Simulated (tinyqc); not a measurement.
Worked calculation: geometry optimisation on the UHF/sto-6g surface (energies and gradients from PySCF), for NH, spin multiplicity 3. One step of it, computed by the program tinyqc.

Task: Step 1: move. Quasi-Newton step p = -H^(-1) g (first H = 0.15 times the unit matrix); steps longer than 0.1 bohr are cut back (factor 0.196 here).

positions at the start (bohr):
```
           x         y         z
1N  0.000000  0.000000  0.000000
2H  0.000000  0.000000  1.936969
```

gradient (hartree/bohr):
```
             x           y            z
1N  0.00000000  0.00000000   0.05413267
2H  0.00000000  0.00000000  -0.05413267
```

Give: positions after step 1.

Result:

positions after step 1 (bohr):
```
         x       y        z
1N  0.0000  0.0000  -0.0707
2H  0.0000  0.0000   2.0077
```
